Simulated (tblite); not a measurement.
C4H7FS.
Geometry (GFN2-xTB, Å), atoms numbered from 1 in this order:
```xyz
13
C4H7FS angstrom
C     -0.5284    1.2195   -0.2306
C     -0.6039   -0.0497    0.1325
C     -1.8678   -0.8422    0.2091
S      0.8104   -1.0256    0.6087
C      2.2041   -0.1100   -0.0975
F      2.5527    0.9822    0.6387
H     -1.4181    1.7540   -0.5171
H      0.3856    1.7845   -0.2480
H     -1.9941   -1.2476    1.2117
H     -2.7241   -0.2190   -0.0343
H     -1.8265   -1.6819   -0.4835
H      3.0562   -0.7941   -0.1031
H      1.9495    0.2305   -1.1044
```

Computed values, GFN2-xTB/tblite, gas phase, harmonic and unscaled. Errors from tens to a few hundred cm⁻¹ against measured bands are possible. One conformer, not necessarily the lowest.

Harmonic wavenumbers (cm⁻¹): 47.2, 106.6, 114.3, 218.8, 283.9, 373.6, 410.1, 429.4, 634.1, 672.4, 706.0, 862.8, 881.2, 944.7, 1005.8, 1011.2, 1041.9, 1169.3, 1195.4, 1249.8, 1386.2, 1396.0, 1421.0, 1461.8, 1474.4, 1696.4, 2952.6, 2974.1, 3010.9, 3026.2, 3045.8, 3109.6, 3149.4.

A = 5365, B = 1891, C = 1487 MHz; mass 106.025 u (most abundant isotopes); point group C1, symmetry number 1.

Q: Zero-point energy?

A: ½Σν̃ = 21731 cm⁻¹ = 259.96 kJ/mol.

Q: What is S at 500 K and 1 bar for an ideal gas of classical rigid rotors and harmonic oscillators?

A: Translation 177.77, rotation 121.33, vibration 138.24: S = 437.3 J/(mol K).

Q: And Cp and H(500 K) − H(0)?

A: Cp = 166.34 J/(mol K), of which vibrations give 133.08 (their classical limit is 33 R = 274.4); H(500 K) − H(0) = 51.66 kJ/mol without the zero-point energy, 35.03 from vibrations.

Q: How do the functions run with temperature in this model?

A: 
```
 T (K)  S (J/(mol K))  Cp (J/(mol K))  H − H(0) (kJ/mol)  G − H(0) (kJ/mol)  ln q(vib)
    50          232.0            48.8               1.98              -9.62       0.39
   100          270.7            63.8               4.81             -22.26       1.24
298.15          364.4           117.5              22.76             -85.89       4.74
373.15          392.9           137.4              32.32            -114.30       6.04
   750          513.0           206.7              98.67            -286.11      12.29
  1000          576.4           233.3             153.89            -422.50      16.07
```

q(vib) and H(0) count from the zero-point level.

Q: Which modes carry the vibrational entropy at 500 K?

A: 47.2 cm⁻¹: 24.92; 106.6 cm⁻¹: 18.17; 114.3 cm⁻¹: 17.60; 218.8 cm⁻¹: 12.30; 283.9 cm⁻¹: 10.22; 373.6 cm⁻¹: 8.10 J/(mol K); the other 27 give 46.93 together.

Q: What must be added to the electronic energy to get the Gibbs energy at 500 K and 1 bar?

A: ZPE + [H(500 K) − H(0)] − T·S = 259.96 + 51.66 − 218.67 = 92.95 kJ/mol.

Hindered rotation and anharmonicity are outside this model. Other conformers, if any are populated, would add a mixing term that is left out. The structure is chiral; the term R ln 2 for an equal mix with its mirror image is left out.

On one thread, Arm Neoverse N1 (aarch64), no GPU, shared host, this took 0.49 s of wall time. The figure is for the frequency step alone.
